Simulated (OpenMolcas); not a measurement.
# SiH4O (SMILES O[SiH3]), step by step

Aim: a series of 12 runs (HF/ANO-RCC-VDZP, CASSCF(4,4)/ANO-RCC-VDZP, RASSCF(4,6)/ANO-RCC-VDZP, MC-PDFT[trevPBE](4,4)/ANO-RCC-VDZP, MRCI(4,4)/ANO-RCC-VDZP, MC-PDFT[tOPBE](4,4)/ANO-RCC-VDZP, PC-NEVPT2(3,4)/ANO-RCC-VDZP, MC-PDFT[tLSDA](4,4)/ANO-RCC-VDZP, and more) of H4OSi. 

The calculation is run with OpenMolcas 26.06.

2 further runs of the same task are left out: 1 that didn't finish, 1 set aside as unsound or not needed.

## (1) The system as given

SiH4O: 6 atoms, total charge 0, spin state singlet. SMILES: `O[SiH3]`. The coordinates come from a PBE0-D4/def2-TZVP relaxation.

Bond lengths: O1–Si2 1.648 Å, O1–H3 0.957 Å, Si2–H4 1.489 Å, Si2–H5 1.481 Å, Si2–H6 1.489 Å. Angles: O1–Si2–H4 111.7°, O1–Si2–H5 105.9°, O1–Si2–H6 111.7°, Si2–O1–H3 117.9°, H4–Si2–H5 109.9°, H4–Si2–H6 107.9°, H5–Si2–H6 109.9°.

## (2) A single-point energy at HF/ANO-RCC-VDZP (DKH2) (run 1)

File step1.inp:

```
* H4OSi Hartree-Fock

&GATEWAY
 Coord
 6
 angstrom
 O        0.636700      -1.030300       0.419000
 Si      -0.035700       0.346500      -0.187000
 H        0.069100      -1.629200       0.904700
 H       -1.128300       0.045700      -1.152800
 H        1.060500       1.064900      -0.875600
 H       -0.602300       1.202400       0.891700
 Basis = ANO-RCC-VDZP
 Group = NoSym

&SEWARD

&SCF
 PrOrbitals = 1 1
```

The run is started by

```sh
$ export MOLCAS_MEM=1860
$ pymolcas step1.inp > step1.log
```

The log of the run:

```text
--- Start Module: gateway ---
[...]
--- Stop Module: gateway /rc=_RC_ALL_IS_WELL_ ---
--- Start Module: seward ---
[...]
      Basis functions           52
--- Stop Module: seward /rc=_RC_ALL_IS_WELL_ ---
[...]
--- Start Module: scf ---
[...]
       Convergence after  10 Iterations
[...]
::    Total SCF energy                               -366.8532972582
[...]
      Total spin, S                                     0.0000000000
[...]
      Total electronic charge=   26.000000
      Total            charge=   -0.000000
[...]
      Dipole Moment (debye):
      Origin of the operator (angstrom)=    0.1787   -0.1270    0.0258
                   X= -1.3559E+00               Y= -2.3175E-01               Z=  4.8129E-01           Total=  1.4573E+00
      Quadrupole Moment (debye*angstrom):
[...]
--- Stop Module: scf /rc=_RC_ALL_IS_WELL_ ---
[...]
```

Run time: 3.3 s. Hardware: 1 thread of Intel Xeon 6975P-C (Granite Rapids), shared host; peak memory 0.39 GiB.

## (3) The vertical excitations at CASSCF(4,4)/ANO-RCC-VDZP (DKH2, 2 states averaged) (run 2)

File step2.inp:

```
* H4OSi CASSCF

&GATEWAY
  Coord
  6
  angstrom
  O        0.636700      -1.030300       0.419000
  Si      -0.035700       0.346500      -0.187000
  H        0.069100      -1.629200       0.904700
  H       -1.128300       0.045700      -1.152800
  H        1.060500       1.064900      -0.875600
  H       -0.602300       1.202400       0.891700
  Basis=ANO-RCC-VDZP
  Group=NoSym

&SEWARD

&RASSCF
  FileOrb=$CurrDir/step1.ScfOrb
  Spin=1
  Nactel=4 0 0
  Inactive=11
  Ras2=4
  CIRoot=2 2 1
  OrbListing=NoCore
  OrbAppear=Compact
```

The run is started by

```sh
$ export MOLCAS_MEM=1860
$ pymolcas step2.inp > step2.log
```

The log of the run:

```text
--- Start Module: gateway ---
[...]
--- Stop Module: gateway /rc=_RC_ALL_IS_WELL_ ---
--- Start Module: seward ---
[...]
      Basis functions           52
--- Stop Module: seward /rc=_RC_ALL_IS_WELL_ ---
[...]
--- Start Module: rasscf ---
[...]
      Number of active orbitals                  4
[...]
      Spin quantum number                      0.0
[...]
      Active orbitals                            4
[...]
      Number of CSFs                            20
[...]
      Number of root(s) required                 2
[...]
      Convergence after 36 iterations
[...]
      printout of CI-coefficients larger than  0.05 for root  1
      energy=    -366.851046
      conf/sym  1111     Coeff  Weight
             1  2200  -0.99524 0.99051
            14  0202   0.07827 0.00613
[...]
      Natural orbitals and occupation numbers for root  1
      sym 1:   1.982788   1.999539   0.000211   0.017461
      Natural orbitals and occupation numbers for root  2
      sym 1:   1.975884   0.995415   1.005659   0.023042
      ************************************************************************************************************************
      *                                                    Final results                                                     *
[...]
::    RASSCF root number  1 Total energy:   -366.85104571
::    RASSCF root number  2 Total energy:   -366.57476590
[...]
      Total electronic charge=   26.000000
      Total            charge=   -0.000000
[...]
      Dipole Moment (debye):
      Origin of the operator (angstrom)=    0.1787   -0.1270    0.0258
                   X=  2.5359E-01               Y=  2.5681E+00               Z= -1.8390E+00           Total=  3.1688E+00
      Quadrupole Moment (debye*angstrom):
[...]
--- Stop Module: rasscf /rc=_RC_ALL_IS_WELL_ ---
[...]
```

Run time: 4.8 s. Hardware: 1 thread of Intel Xeon 6975P-C (Granite Rapids), shared host; peak memory 0.39 GiB.

Run 3 isn't shown in full; the table further down has it.

## (4) The excited states at MC-PDFT[trevPBE](4,4)/ANO-RCC-VDZP (DKH2, hybrid share 0.25, 2 states averaged) (run 4)

File step4.input:

```
&GATEWAY
  Coord
  6
  angstrom
  O        0.636700      -1.030300       0.419000
  Si      -0.035700       0.346500      -0.187000
  H        0.069100      -1.629200       0.904700
  H       -1.128300       0.045700      -1.152800
  H        1.060500       1.064900      -0.875600
  H       -0.602300       1.202400       0.891700
  Basis=ANO-RCC-VDZP
  Group=NoSym

&SEWARD

&RASSCF
  FileOrb=$CurrDir/step2.RasOrb
  Spin=1
  Nactel=4 0 0
  Inactive=11
  Ras2=4
  CIRoot=2 2 1
  OrbListing=NoCore
  OrbAppear=Compact
  XMSI

&MCPDFT
  KSDFT=T:revPBE
  MSPDFT
  Lambda=0.25
```

The run is started by

```sh
$ export MOLCAS_MEM=1860
$ pymolcas step4.input > step4.log
```

The log of the run:

```text
--- Start Module: gateway ---
[...]
--- Stop Module: gateway /rc=_RC_ALL_IS_WELL_ ---
[...]
      Basis functions           52
[...]
--- Start Module: rasscf ---
[...]
      Number of active orbitals                  4
[...]
      Spin quantum number                      0.0
[...]
      Active orbitals                            4
[...]
      Number of CSFs                            20
[...]
      Number of root(s) required                 2
[...]
      Convergence after  4 iterations
[...]
      printout of CI-coefficients larger than  0.05 for root  1
      energy=    -366.851046
      conf/sym  1111     Coeff  Weight
             1  2200  -0.99524 0.99050
            14  0202   0.07827 0.00613
[...]
      Natural orbitals and occupation numbers for root  1
      sym 1:   1.982789   1.999539   0.000211   0.017461
      Natural orbitals and occupation numbers for root  2
      sym 1:   1.975882   0.994764   1.006311   0.023043
      ************************************************************************************************************************
      *                                                    Final results                                                     *
[...]
::    RASSCF root number  1 Total energy:   -366.85104592
::    RASSCF root number  2 Total energy:   -366.57476570
[...]
      Total electronic charge=   26.000000
      Total            charge=   -0.000000
[...]
      Dipole Moment (debye):
      Origin of the operator (angstrom)=    0.1787   -0.1270    0.0258
                   X=  2.5322E-01               Y=  2.5674E+00               Z= -1.8397E+00           Total=  3.1686E+00
      Quadrupole Moment (debye*angstrom):
[...]
--- Stop Module: rasscf /rc=_RC_ALL_IS_WELL_ ---
[...]
--- Start Module: mcpdft ---
[...]
 ###    WARNING: Deprecation warning: KSDF should be replaced                ###
 ###    with FUNC keyword                                                    ###
 ###############################################################################
[...]
::    MSPDFT root number  1 Total energy:   -367.51441537
::    MSPDFT root number  2 Total energy:   -367.23827764
[...]
--- Stop Module: mcpdft /rc=_RC_ALL_IS_WELL_ ---
[...]
```

Run time: 3.9 s. Hardware: 1 thread of Intel Xeon 6975P-C (Granite Rapids), shared host; peak memory 0.39 GiB.

Runs 5 to 11 aren't shown in full; the table further down has their settings and results.

## (5) A structure relaxation at CASSCF(4,4)/ANO-RCC-VDZP (DKH2, 2 states averaged, root 2) (run 12)

File step12.input:

```
* H4OSi CASSCF

&GATEWAY
 Coord
 6
 angstrom
 O        0.636700      -1.030300       0.419000
 Si      -0.035700       0.346500      -0.187000
 H        0.069100      -1.629200       0.904700
 H       -1.128300       0.045700      -1.152800
 H        1.060500       1.064900      -0.875600
 H       -0.602300       1.202400       0.891700
 Basis=ANO-RCC-VDZP
 Group=NoSym
>>> COPY $CurrDir/step2.RasOrb $Project.RasOrb
>>> EXPORT MOLCAS_MAXITER=40
>>> Do While

&SEWARD

&RASSCF
 FileOrb=$Project.RasOrb
 Spin=1
 Nactel=4 0 0
 Inactive=11
 Ras2=4
 CIRoot=2 2 1
 RlxRoot=2
 OrbListing=Nothing
 OrbAppear=Compact

&SLAPAF
>>> EndDo
```

The run is started by

```sh
$ export MOLCAS_MEM=1860
$ pymolcas step12.input > step12.log
```

The log of the run:

```text
--- Start Module: gateway ---

                                              &GATEWAY

                       available to each process: 1.9 GB of memory, 1 thread

++    Symmetry information:
      ---------------------

                    Character Table for C1

                             E
                    a        1  x, y, xy, Rz, z, xz, Ry, yz, Rx, I
--

++    Basis set information:
      ----------------------

      Basis set label: O.ANO-RCC...3S2P1D.

      Electronic valence basis set:
      ------------------
      Associated Effective Charge   8.000000 au
      Associated Actual Charge      8.000000 au
      Nuclear Model: Point charge

[... 234 lines left out ...]
      printout of CI-coefficients larger than  0.05 for root  1
[... 267 lines left out ...]
     Convergence threshold=               1.0000E-04
[... 603 lines left out ...]
 Convergence not reached yet!
[... 740 lines left out ...]
Iter      Energy       Change     Norm      Max    Element    Max     Element     Final Energy Update Update   Index
[... 687 lines left out ...]
       +  Value      Threshold Converged? +  Value      Threshold Converged? +
[... 678 lines left out ...]
 Convergence not reached yet!
[... 613 lines left out ...]
 * Nuclear coordinates of the final structure / angstrom *
[... 28 lines left out ...]
               1 O1            2 SI2           3 H3            4 H4            5 H5
    1 O1       0.000000
    2 SI2      1.698205        0.000000
    3 H3       3.360593        5.054967        0.000000
    4 H4       2.587361        1.474031        5.675583        0.000000
    5 H5       2.621178        1.474602        5.820110        2.414028        0.000000
    6 H6       2.516652        1.474172        5.577210        2.426701        2.429452

               6 H6
    6 H6       0.000000

                    **************************************
                    *    Valence Bond Angles / degree    *
                    **************************************
                          Atom centers                 Phi
                      4 H4       2 SI2      5 H5       109.91
                      4 H4       2 SI2      6 H6       110.80
                      5 H5       2 SI2      6 H6       110.95
--
--- Stop Module: slapaf /rc=_RC_NOT_CONVERGED_ ---

.#######################.
.# Convergence problem #.
.#######################.

    Timing: Wall=385.86 User=357.57 System=27.27
```

It took 6.5 min on 1 thread of Intel Xeon 6975P-C (Granite Rapids), shared host; peak memory 0.41 GiB.

The iterations ended before the threshold was met.

## (6) The series

| run | level | starting guess | task | partner | energy (Eh) | dipole moment (D) of the reference | wall time |
| --- | --- | --- | --- | --- | --- | --- | --- |
| 1 | HF/ANO-RCC-VDZP (DKH2) | – | energy | base | -366.853297 | 1.46 | 3.3 s |
| 2 | CASSCF(4,4)/ANO-RCC-VDZP (DKH2, 2 states averaged) | orbitals of step 1 | excited | base | -366.851046 | 1.87 | 4.8 s |
| 3 | RASSCF(4,6)/ANO-RCC-VDZP (DKH2, 2 states averaged) | orbitals of step 2 | excited | base | -366.873956 | 1.82 | 5.7 s |
| 4 | MC-PDFT[trevPBE](4,4)/ANO-RCC-VDZP (DKH2, hybrid share 0.25, 2 states averaged) | orbitals of step 2 | excited | base | -367.514415 | – | 3.9 s |
| 5 | MRCI(4,4)/ANO-RCC-VDZP (DKH2, 2 states averaged) | orbitals of step 2 | excited | base | -367.154471 | 1.87 | 27 s |
| 6 | CASSCF(4,4)/ANO-RCC-VDZP (DKH2, 2 states averaged) | orbitals of step 2 | excited | base | -366.851046 | 1.87 | 3.3 s |
| 7 | MC-PDFT[tOPBE](4,4)/ANO-RCC-VDZP (DKH2, 2 states averaged) | orbitals of step 2 | excited | triplet | -367.456214 | 3.34 | 6.6 s |
| 8 | CASSCF(4,4)/ANO-RCC-VDZP (DKH2) | orbitals of step 2 | optimise | base | -366.882987 | 1.44 | 88 s |
| 9 | PC-NEVPT2(3,4)/ANO-RCC-VDZP (DKH2, pt2 variant QD-PC-NEVPT2, 2 states averaged) | orbitals of step 2 | excited | cation | -366.708337 | – | 4.8 s |
| 10 | MC-PDFT[tLSDA](4,4)/ANO-RCC-VDZP (DKH2, 2 states averaged) | orbitals of step 2 | excited | base | -366.575451 | 1.87 | 4.2 s |
| 11 | CASPT2[IPEA 0](4,4)/ANO-RCC-VDZP (DKH2, casscf solver NoQune, ipea shift 0 Eh, pt2 variant RMS, real shift 0.3 Eh) | orbitals of step 2 | excited | base | -367.159022 | 1.87 | 3.6 s |
| 12 | CASSCF(4,4)/ANO-RCC-VDZP (DKH2, 2 states averaged, root 2) | orbitals of step 2 | optimise | base | not converged | – | 6.5 min |

## (7) Results

| quantity | value |
| --- | --- |
| run 11, CASPT2[IPEA 0](4,4)/ANO-RCC-VDZP: energy of the lowest of 2 roots | -367.15902 Eh |
| run 11, CASPT2[IPEA 0](4,4)/ANO-RCC-VDZP: dipole moment (CASSCF density) | 1.87 D |
| run 11, CASPT2[IPEA 0](4,4)/ANO-RCC-VDZP: lowest excitation energy within this active space | 7.44 eV |

All runs together took 9.1 min, the longest 6.5 min. 1 of the 12 runs did not end normally.
